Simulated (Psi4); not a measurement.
Psi4 input (wB97X-D/6-31G*):

```
memory 1500 MB

molecule {
1 2
C     0.00010828   -0.00148279   -0.32151983
C    -0.00039060    0.00534905    1.15985624
F    -0.00863346    1.24906228   -0.79005262
F     1.08957641   -0.62224940   -0.78105262
F    -1.08015060   -0.63766366   -0.78171222
N    -0.00077674    0.01063706    2.30647695
symmetry c1
no_reorient
no_com
}

set {
  basis 6-31G*
  reference uks
  scf_type pk
  dft_radial_points 99
  dft_spherical_points 590
  e_convergence 1e-8
  d_convergence 1e-7
  maxiter 150
}

e = energy('wb97x-d')
print_out(f'\nFINAL {e:.10f} DIPOLE {variable("CURRENT DIPOLE")[0]:.6f} {variable("CURRENT DIPOLE")[1]:.6f} {variable("CURRENT DIPOLE")[2]:.6f}\n')
```

From the output:

```
  HONO-1 :   22  A 1.9942924
  HONO-0 :   23  A 1.0000000
  LUNO+0 :   24  A 0.0057076
  LUNO+1 :   25  A 0.0057076
  LUNO+2 :   26  A 0.0010604
  LUNO+3 :   27  A 0.0001557

Computation Completed

Properties will be evaluated at   0.000000,   0.000000,   0.000000 [a0]

Properties computed using the SCF density matrix

 Multipole Moments:

 ------------------------------------------------------------------------------------
     Multipole            Electronic (a.u.)      Nuclear  (a.u.)        Total (a.u.)
 ------------------------------------------------------------------------------------

 L = 1.  Multiply by 2.5417464519 to convert [e a0] to [Debye]
 Dipole X            :         -0.0007536            0.0000001           -0.0007535
 Dipole Y            :          0.0102165           -0.0000001            0.0102164
 Dipole Z            :          2.2136022           -0.0000001            2.2136022
 Magnitude           :                                                    2.2136259

 ------------------------------------------------------------------------------------

FINAL -429.7987491633 DIPOLE -0.000753 0.010216 2.213602

*** Psi4 exiting successfully. Buy a developer a beer!
```

The dipole moment of an ion depends on the origin.

The geometry given is a B3LYP-D3(BJ)/def2-TZVP minimum of the species of charge 0 and multiplicity 1, not of this state.
